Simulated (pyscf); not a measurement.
`[CH2]=[C]([F])[F]` + `[CH3]` [doublet] → `[CH3][CH2][C]([F])[F]` [doublet] (addition; doublet surface; none broken, C–C formed). Structures and frequencies: ωB97X-D3(BJ)/def2-SVP in PySCF. Energies in kcal/mol from the separated reactants.

```json
[
 {"level": "ωB97X-D3(BJ)/def2-TZVP", "barrier": "5.6", "reaction energy": "-35.6"},
 {"level": "PBE/def2-TZVP", "barrier": "2.3", "reaction energy": "-32.2"},
 {"level": "r²SCAN/def2-TZVP", "barrier": "4.0", "reaction energy": "-32.3"},
 {"level": "PBE0-D3(BJ)/def2-TZVP", "barrier": "3.9", "reaction energy": "-35.6"},
 {"level": "ωB97M-D3(BJ)/def2-TZVP", "barrier": "6.6", "reaction energy": "-31.8"},
 {"level": "HF/def2-TZVP", "barrier": "13.2", "reaction energy": "-27.0"}
]
```

The functionals in the table span 4.3 kcal/mol in this barrier, from PBE to ωB97M-D3(BJ). This is the saddle that the search found; another between the same sides may lie lower.
